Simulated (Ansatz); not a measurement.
## Ansatz (development build ahead of 0.2.0) run

```yaml
crystal:
  periodic: [false, false, false]
  atoms:
    - { symbol: B, position_ang: [0.0, 0.0, 0.0] }
    - { symbol: F, position_ang: [0.0, 1.3621, 0.0] }
    - { symbol: Al, position_ang: [0.0, -1.9803, 0.0] }
basis:
  gaussian: { orbitals: pcseg-2 }
magnetization:
  spin_polarized: true
  initial_magnetization: 1
hamiltonian:
  xc: { name: wB97X }
```

The input is written out in the form of the current development build from the run's settings.

Results

```json
{"Converged": "yes", "Total energy": "-367.06797 hartree", "Spin squared of the determinant": "0.754", "Stability test": "minimum"}
```
